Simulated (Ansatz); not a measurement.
## C3H2+: structure from calculated spectroscopic constants

These gas-phase data were calculated for one isomer of C3H2+ at B3LYP-D4/def2-TZVP (harmonic, unscaled wavenumbers; equilibrium rotational constants with average atomic masses):

```
rotational constants            : 40.48, 30.1, 17.26 GHz
all wavenumbers above 1500 cm⁻¹ : 3249, 3226, 1662
```

Candidates:

(1) the doublet with the links of `[CH]=C=[CH+]`
(2) the doublet with the links of `[c]1c[cH+]1`

Q: Which candidate do the data belong to? Where the bands don't settle it, estimate the moments of inertia from typical bond lengths.

A: Candidate (2). The rotational constants decide: (1) would give 10.3 GHz.

The same quantities for all candidates:

|  | rotational constants (GHz) | wavenumbers above 1500 cm⁻¹ | E above the lowest, B3LYP-D4/def2-TZVP (kcal/mol) |
| --- | --- | --- | --- |
| (1) | 10.3 | 3333, 3329, 1932 | 4.5 |
| (2) | 40.48, 30.1, 17.26 | 3249, 3226, 1662 | 0.0 |

Open shells are spin-unrestricted. Programs: Ansatz 0.2.0.
